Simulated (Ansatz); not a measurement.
System: CH3S, charge 0, multiplicity 2. It need not be the lowest isomer of its formula. 
Structure (B3LYP-D3(BJ)/def2-TZVP (Ansatz, a first-principles code) minimum search):
```
C
H 1 1.0766
H 1 1.0777 2 121.19
S 1 1.7159 2 121.95 3 -180.00
H 4 1.3430 1 98.20 2 0.00
```
Charge 0, spin multiplicity 2.

Basis-set convergence of Hartree-Fock and MP2 correlation energies (hartree) with Ansatz. Correlated levels leave the core frozen unless marked. Open shells are spin-unrestricted. Spin-orbit coupling is left out. No relativistic terms.

| basis | functions | E(HF) | E(corr, MP2) |
|---|---|---|---|
| cc-pV(D+d)Z | 52 | -437.10330 | -0.25749 |
| cc-pV(T+d)Z | 111 | ___ | ___ |

**Question.** Complete the blanks.

**Answer.** 
- cc-pV(T+d)Z, E(HF): -437.13154
- cc-pV(T+d)Z, E(corr, MP2): -0.32850
